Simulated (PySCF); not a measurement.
**Electron affinity of F by level of theory**

F⁻ [Ne] (1S) → F [He] 2s2 2p5 (2P), as a difference of total energies. Computed with PySCF 2.14 in aug-cc-pwCVQZ, with the non-relativistic Hamiltonian (point nucleus). Correlated levels: valence: 1s2 frozen; valence and next inner shell: nothing frozen. The calculations carry no spin-orbit coupling.

| method | electron affinity (eV) |
| --- | --- |
| UHF | 1.180 |
| PBE | 3.654 |
| PBE0 | 3.237 |
| r2SCAN | 3.304 |
| PW91 | 3.716 |
| BHandHLYP | 2.902 |
| TPSSh | 3.271 |
| MP2 (valence) | 3.713 |
| SCS-MP2 (valence) | 3.537 |
| SCS-MP2 (valence and next inner shell) | 3.539 |

**Question.** Estimate what LDA gives.

**Answer.** 4.125 eV, closest to PW91 among the rows shown.

**Question.** Estimate what MP2 (valence and next inner shell) gives.

**Answer.** 3.720 eV, closest to PW91 among the rows shown.

A first-order spin-orbit estimate (lowest level to lowest level, LS coupling) adds -0.017 eV.

Errors of the correlated levels include the incompleteness of this basis and the frozen core.

In the anion the highest occupied orbital energy is positive at LDA, PBE, r2SCAN, PW91, TPSSh, a self-interaction effect; the basis confines that electron, and the energy difference can still be sensible.

For comparison: 3.401 eV (measured; photodetachment measurements, as compiled on the Wikipedia data page of electron affinities).
